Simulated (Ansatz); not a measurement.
# How far each method lies from RCCSDTQ for C₂H₂, singlet

Geometry: MP2(full)/6-31G*, from the G2/97 set.

```yaml
atoms:
  - { symbol: C, position_ang: [0.0000, 0.0000, 0.6081] }
  - { symbol: C, position_ang: [0.0000, 0.0000, -0.6081] }
  - { symbol: H, position_ang: [0.0000, 0.0000, -1.6740] }
  - { symbol: H, position_ang: [0.0000, 0.0000, 1.6740] }
```

Basis cc-pVDZ; Ansatz 0.2.0. Correlated methods freeze the noble-gas cores, which leaves 10 electrons in 36 orbitals. Prefix R: restricted or restricted open-shell reference. Active spaces: valence = (10e, 10o) chosen from the atoms' valence shells.

Full CI isn't at hand for all of this; RCCSDTQ serves as the reference, and is uncertain by about the last step of the cluster series.

```
UHF ⟨S²⟩                          : 0.000
T1 diagnostic (RCCSD)             : 0.0127
largest doubles amplitude (RCCSD) : 0.102
```

```
                   level  E − E(RCCSDTQ) (kJ/mol)  share of correlation (%)    wall time
                     RHF                    753.3                      0.00            –
                    RMP2                     77.3                     89.74            –
                    CISD                     87.5                     88.38        1.2 s
                   RCCSD                     33.3                     95.58            –
                RCCSD(T)                      3.5                     99.53       0.37 s
                 BCCD(T)                      3.6                     99.52       0.58 s
                  RCCSDT                      2.5                     99.67            –
                  CISDTQ                      5.5                     99.27  85 s (H100)
               RCCSDT(Q)                     -0.3                    100.04        4.8 s
  CASSCF (valence space)                    360.8                     52.11            –
  NEVPT2 (valence space)                     76.0                     89.91        8.6 s
  MRCISD (valence space)                     17.4                     97.68            –
MRCISD+Q (valence space)                      1.2                     99.84         13 s
```

The correlation energy at RCCSDTQ, counted from RHF, is -7.808 eV. That run took 20 s on 2 threads of AMD EPYC 7R13 with a shared H100 80 GB, shared host.

Times hold each run's SCF and search for its determinant on a shared host, so for small cases they say little of a method's own cost; rows without a card ran on 1 thread of AMD EPYC 7R13.

Natural occupations of CASSCF (valence space) about the gap: 1.982 1.980 1.978 1.934 1.934 0.066 0.066 0.028 0.020 0.012; effectively unpaired electrons, Σ n²(2−n)², 0.07.

Atomization energy (electronic, same basis, no zero-point term; atoms at the same level, unrestricted beside the R rows where the molecule is a closed shell, with restricted open-shell steps beyond CCSDT(Q)) at RCCSDTQ: 1553.5 kJ/mol. Errors of other levels:

```tsv
level	error (kJ/mol)
RHF	-364.0
RMP2	40.2
CISD	-78.4
RCCSD	-26.8
RCCSD(T)	-1.8
BCCD(T)	-1.7
RCCSDT	-2.5
CISDTQ	-5.3
RCCSDT(Q)	0.2
CASSCF (valence space)	-47.4
NEVPT2 (valence space)	-0.6
MRCISD (valence space)	-13.6
MRCISD+Q (valence space)	-6.6
```

This basis is far from its limit, so the value isn't to be set against a measured one. Truncated CI isn't size-consistent, which counts against it in atomization.
